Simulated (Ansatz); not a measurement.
# Nudged elastic band run: BClH3Si

input.yaml

```yaml
crystal:
  periodic: [false, false, false]
  atoms:
    - { symbol: Si, position_ang: [-0.687294, 0.458008, -0.480204] }
    - { symbol: B, position_ang: [0.763655, -0.335337, 0.541969] }
    - { symbol: Cl, position_ang: [0.968777, -2.078723, 0.609024] }
    - { symbol: H, position_ang: [-1.692255, -0.324663, -1.251281] }
    - { symbol: H, position_ang: [-0.90113, 1.929173, -0.567255] }
    - { symbol: H, position_ang: [1.548248, 0.351542, 1.147737] }
magnetization:
  spin_polarized: true
  initial_magnetization: 1
basis:
  gaussian: { orbitals: def2-SVP }
hamiltonian:
  xc: pbe0
neb:
  order_check: false
  images: 5
  f_tol: 0.05
  max_iterations: 54
  initial_path: linear
  final_atoms:
    - { symbol: Si, position_ang: [-0.68740683, 0.45807521, -0.48033642] }
    - { symbol: B, position_ang: [0.76271044, -0.33563187, 0.54297468] }
    - { symbol: Cl, position_ang: [0.97547879, -2.07847059, 0.60097234] }
    - { symbol: H, position_ang: [-0.90687445, 1.92899126, -0.55902297] }
    - { symbol: H, position_ang: [-1.68606921, -0.32362977, -1.26059814] }
    - { symbol: H, position_ang: [1.54216225, 0.35066576, 1.15600051] }
```

Launched with:

```bash
$ ansatz run input.yaml --threads 1 --pin off --max-ram 2048MiB --backend cpu --events-out ev --progress --plain --runs-dir out
```

Output, in part (warnings, iteration lines, the closing report on the highest movable image, with atoms numbered from 0):

```
NEB end point (image 0): max|allowed force component| = 6.901e-4 eV/Å (the criterion of neb.relax_end_points is 1.000e-2)
NEB end point (image 6): max|allowed force component| = 1.858e-3 eV/Å (the criterion of neb.relax_end_points is 1.000e-2)
NEB iter   1: max|band force component| = 1.397e0 eV/Å  barrier→ = 0.7109 eV  barrier← = 0.7109 eV  Δτ_max = 0.1130 Å  (207 SCF iters)
NEB iter   2: max|band force component| = 7.691e-1 eV/Å  barrier→ = 0.6692 eV  barrier← = 0.6692 eV  Δτ_max = 0.0650 Å  (158 SCF iters)
NEB iter   3: max|band force component| = 2.745e-1 eV/Å  barrier→ = 0.6204 eV  barrier← = 0.6204 eV  CI = image 3  Δτ_max = 0.0465 Å  (157 SCF iters)
NEB iter   4: max|band force component| = 1.433e-1 eV/Å  barrier→ = 0.6074 eV  barrier← = 0.6074 eV  CI = image 3  Δτ_max = 0.0319 Å  (153 SCF iters)
NEB iter   5: max|band force component| = 1.296e-1 eV/Å  barrier→ = 0.6040 eV  barrier← = 0.6040 eV  CI = image 3  Δτ_max = 0.0522 Å  (142 SCF iters)
NEB iter   6: max|band force component| = 1.516e-1 eV/Å  barrier→ = 0.6016 eV  barrier← = 0.6016 eV  CI = image 3  Δτ_max = 0.0262 Å  (158 SCF iters)
NEB iter   7: max|band force component| = 1.335e-1 eV/Å  barrier→ = 0.5973 eV  barrier← = 0.5973 eV  CI = image 3  Δτ_max = 0.0263 Å  (160 SCF iters)
NEB iter   8: max|band force component| = 2.436e-1 eV/Å  barrier→ = 0.5884 eV  barrier← = 0.5884 eV  CI = image 3  Δτ_max = 0.0266 Å  (145 SCF iters)
NEB iter   9: max|band force component| = 3.222e-1 eV/Å  barrier→ = 0.5758 eV  barrier← = 0.5758 eV  CI = image 3  Δτ_max = 0.0531 Å  (150 SCF iters)
NEB iter  10: max|band force component| = 4.326e-1 eV/Å  barrier→ = 0.5418 eV  barrier← = 0.5418 eV  CI = image 3  Δτ_max = 0.1047 Å  (158 SCF iters)
NEB iter  11: max|band force component| = 4.019e-1 eV/Å  barrier→ = 0.4650 eV  barrier← = 0.4650 eV  CI = image 3  Δτ_max = 0.1031 Å  (157 SCF iters)
NEB iter  12: max|band force component| = 3.339e-1 eV/Å  barrier→ = 0.4181 eV  barrier← = 0.4181 eV  CI = image 3  Δτ_max = 0.1052 Å  (156 SCF iters)
NEB iter  13: max|band force component| = 3.451e-1 eV/Å  barrier→ = 0.4232 eV  barrier← = 0.4232 eV  CI = image 3  Δτ_max = 0.1014 Å  (159 SCF iters)
NEB iter  14: max|band force component| = 2.312e-1 eV/Å  barrier→ = 0.4209 eV  barrier← = 0.4209 eV  CI = image 3  Δτ_max = 0.0260 Å  (154 SCF iters)
NEB iter  15: max|band force component| = 1.576e-1 eV/Å  barrier→ = 0.4191 eV  barrier← = 0.4191 eV  CI = image 3  Δτ_max = 0.0184 Å  (146 SCF iters)
NEB iter  16: max|band force component| = 7.723e-2 eV/Å  barrier→ = 0.4191 eV  barrier← = 0.4191 eV  CI = image 3  Δτ_max = 0.0028 Å  (138 SCF iters)
NEB iter  17: max|band force component| = 3.923e-2 eV/Å  barrier→ = 0.4191 eV  barrier← = 0.4191 eV  CI = image 3  Δτ_max = 0.0000 Å  (267 SCF iters)
Total energy: -21108.89637212 eV, -775.7376335514 hartree
Atom 0 at    -0.690766     0.356833    -0.780543 Å, force    -0.008627     0.008432    -0.000514 eV/Å
Atom 1 at     0.701001    -0.447448     0.449099 Å, force     0.027488    -0.023602    -0.011523 eV/Å
Atom 2 at     1.919638    -1.557983    -0.121566 Å, force    -0.022730     0.020636     0.009918 eV/Å
Atom 3 at    -2.080239    -0.017801    -0.356039 Å, force     0.005712     0.001909    -0.001796 eV/Å
Atom 4 at    -0.589319     1.853408    -0.820124 Å, force    -0.000387    -0.008781     0.000147 eV/Å
Atom 5 at     0.739686    -0.187008     1.629164 Å, force    -0.001456     0.001406     0.003769 eV/Å
Dipole moment:    -0.000499     0.015289     0.060222 e Å
```

The forces met the threshold. The order of the stationary point at the top wasn't checked.

Final band (atoms are numbered from 1 in the order of the input):

| image | path coordinate (Å) | energy (kcal/mol) | dihedral H4–Si1–B2–Cl3 (°) |
| --- | --- | --- | --- |
| 0 | 0.00 | 0.0 | 0 |
| 1 | 0.68 | 2.8 | 44 |
| 2 | 1.35 | 7.8 | 86 |
| 3 | 2.03 | 9.7 | 119 |
| 4 | 2.71 | 7.8 | 145 |
| 5 | 3.38 | 2.8 | 160 |
| 6 | 4.06 | 0.0 | -180 |

Time of the run: 8.3 min on 1 thread of Intel(R) Xeon(R) Processor @ 2.50GHz (Skylake/Cascade Lake), with other jobs on the host, peak memory 0.17 GiB.
